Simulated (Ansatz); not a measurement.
A calculation with Ansatz (development build ahead of 0.2.0).

```yaml
crystal:
  periodic: [false, false, false]
  atoms:
    - { symbol: C, position_ang: [-0.04585, -0.01862, -0.6445] }
    - { symbol: F, position_ang: [-0.00355, -0.0098, 0.74305] }
    - { symbol: H, position_ang: [0.02785, -1.11888, -0.98454] }
    - { symbol: H, position_ang: [-0.88087, 0.51426, -1.02965] }
    - { symbol: H, position_ang: [0.87173, 0.46953, -1.03152] }
basis:
  gaussian: { orbitals: def2-SVP }
hamiltonian:
  xc: hf
correlation:
  method: mp2
  frozen_orbitals: { C: 1, F: 1, H: 0 }
```

The input is written out in the form of the current development build from the run's settings.

Output:

```json
{"Converged": "yes", "Reference energy": "-138.92408 hartree", "Correlation energy": "-0.33318 hartree", "Total energy": "-139.25726 hartree", "Spin squared of the determinant": "0.000"}
```
